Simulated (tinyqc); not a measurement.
Orbital energy against energy difference: ionisation energy by orbital energies and by energy differences in the cc-pvdz basis, for H2O, spin multiplicity 1. Computed by the program tinyqc with PySCF. 

Geometry (angstrom):
```
atom       x        y       z
O     0.0000   0.0000  0.0000
H     0.0000   0.6930  0.5470
H     0.0000  -0.6930  0.5470
```

CCSD(T) difference in the same basis = 12.2985 eV

IP-EOM-CCSD = 12.1449 eV

The cation is unrestricted; errors are against CCSD(T) in this basis, not against experiment.

First vertical ionisation energy (eV):
```
method     -e(HOMO)  E(cation) - E  error of -e(HOMO)  error of the difference
HF          13.6012      11.097797             1.3027                  -1.2007
LDA          6.4126      13.003954            -5.8859                   0.7054
PBE          6.2999      12.635599            -5.9987                   0.3371
B3LYP        8.0188      12.673703            -4.2797                   0.3752
PBE0         8.3940      12.556484            -3.9045                   0.2580
CAM-B3LYP    9.9214      12.673069            -2.3771                   0.3746
LC-wPBE     11.4022      12.725424            -0.8963                   0.4269
```

Koopmans errs by +1.30 eV and Delta-HF by -1.20 eV: relaxation, 2.50 eV, lowers the value and the missing correlation difference works against it. The PBE level is off by -6.0 eV through the wrong tail of its potential, though its energy difference is off by +0.34 eV; exact exchange deepens the level, and among the orbital energies LC-wPBE comes closest; among the differences PBE0 does.
